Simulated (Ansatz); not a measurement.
Relaxed structures of CH₄NSi (charge +1), closed shell (PBE0-D4/def2-TZVP; forces vanish, vibrations not checked; lower isomers may exist, and structures with a doubtful reference or unclear bonds are left out; Å). Program: Ansatz 0.2.0. Basis: def2-TZVPP. Cores are frozen in the correlated methods.

Task: Rank them by CCSD(T) energy, lowest first, and give each one's height above the lowest. Links in brackets join atoms within 1.22 times the sum of their covalent radii (1.1 for two metals). (To be estimated.)
A.
CH₄NSi ([NH2][C][SiH2]), total charge +1
```
7
angstrom
N -0.8355 0.3746 -0.7158
C 0.2547 -0.1009 -0.3194
Si 1.7322 -0.7449 0.2191
H -1.3040 0.0369 -1.5589
H -1.3165 1.1263 -0.2178
H 2.9460 -0.0990 -0.2942
H 1.6446 -1.8824 1.1423
```
B.
CH₄NSi ([CH2][NH][SiH]), total charge +1
```
7
angstrom
N -0.0123 0.0463 0.2582
C -0.8190 0.4618 -0.6387
Si 1.4899 -1.0527 -0.1682
H -0.6440 0.1836 -1.6772
H -1.6748 1.0860 -0.3885
H -0.2171 0.3328 1.2151
H 1.8510 -1.0930 1.3001
```
C.
CH₄NSi ([NH2][CH][SiH]), total charge +1
```
7
angstrom
N -0.8273 0.3598 -0.5973
C 0.1548 0.2445 0.2282
Si 1.8903 -0.5288 0.1363
H -0.8211 -0.0740 -1.5131
H -1.6678 0.8787 -0.3663
H -0.0006 0.7824 1.1731
H 1.2718 -1.6626 0.9391
```

Result: Computed: B (0.000 eV), C (0.540 eV), A (0.883 eV). Heights count from the lowest.

No T1 diagnostic of these runs exceeds 0.020. The restricted Hartree–Fock reference is unstable towards an unrestricted one at one or more of these structures.

For scale, one of the runs: CCSD(T)/def2-TZVPP, 160 basis functions, launched by `ansatz run in.yaml --threads 2 --pin off --events-out ev --progress --plain --max-ram 4352MiB`. Hardware: 2 CPU threads of an Arm Neoverse V1, shared host. Wall time 16 s; peak host memory 1.1 GiB.
